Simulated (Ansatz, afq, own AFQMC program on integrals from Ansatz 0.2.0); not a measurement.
**BGeH₃, singlet in cc-pVDZ, levels against CCSDT(Q)**

```xyz
5

Ge   -0.0022    0.0000    0.3187
B    -0.0666    0.0000   -1.6292
H     1.1607    0.0000   -1.0289
H    -0.1421   -1.0387   -2.2309
H    -0.1421    1.0387   -2.2309
```

Connectivity, by distances: Ge–BH2, 1 bridging H.

Basis cc-pVDZ. Noble-gas cores (and the filled d shells of Ga–Kr and In–Xe) are frozen. AFQMC by an in-house program on the Cholesky factors that Ansatz 0.2.0 writes for its CCSD(T) run. ph-AFQMC/CISD is guided by a CISD state made of CCSD amplitudes; releasing the constraint for a short imaginary time cuts its bias at the price of noise, slowly where states lie close. ± is one standard error of the sampling. No spin–orbit coupling.

Determinant: RHF, the one that the program's search chose, which needn't be the lowest solution. The geometry is a PBE0/def2-TZVP stationary point of this or a neighbouring charge and spin state.

No full CI on the walks' own integrals is used here; CCSDT(Q) serves as the reference and is uncertain by about the last step of the cluster series.

Cautions: no relativity below Rb; no spin-orbit coupling; inner d shell frozen; restricted determinant unstable towards unrestricted (UHF 10 meV lower, ⟨S²⟩ 0.16).

```
T1 diagnostic                               : 0.0163
weight of the determinant in the CISD state : 0.871
size of the correlated space                : 10 electrons in 41 orbitals
```

```json
{"level": "MP2", "correlation energy (eV)": "-4.8018"}
{"level": "CCSD", "correlation energy (eV)": "-5.7782"}
{"level": "CCSD(T)", "correlation energy (eV)": "-5.9658"}
```

Problem. Estimate where phaseless AFQMC with a CISD trial lies against CCSD(T) on the same integrals.

Solution. 5.0 ± 1.9 kJ/mol below CCSD(T).

Reference: CCSDT(Q), correlation energy -6.005 eV. The released energy is read at 2.40 1/Eh (meV from the phaseless value at times in 1/Eh: 8 ± 13 at 0.24, 1 ± 11 at 0.51, 3 ± 10 at 0.99, -7 ± 13 at 1.62, -12 ± 18 at 2.40).

```json
{"level": "CCSD(T)", "E − E(reference) (kJ/mol)": "3.8", "share of correlation (%)": "99.35"}
{"level": "CCSDT", "E − E(reference) (kJ/mol)": "1.0", "share of correlation (%)": "99.82"}
{"level": "ph-AFQMC/HF", "E − E(reference) (kJ/mol)": "-7.5 ± 4.1", "share of correlation (%)": "101.30"}
{"level": "ph-AFQMC/CISD", "E − E(reference) (kJ/mol)": "-1.3 ± 1.9", "share of correlation (%)": "100.22"}
{"level": "released AFQMC", "E − E(reference) (kJ/mol)": "-2.4 ± 1.8", "share of correlation (%)": "100.41"}
```

A walk keeps the symmetry of its determinant, which the program's search chose and which needn't be the lowest solution, so a lower state of the same spin and another symmetry isn't excluded. Released energies are given only where the last usable release times agree within the noise; a slower fall can still hide under it.
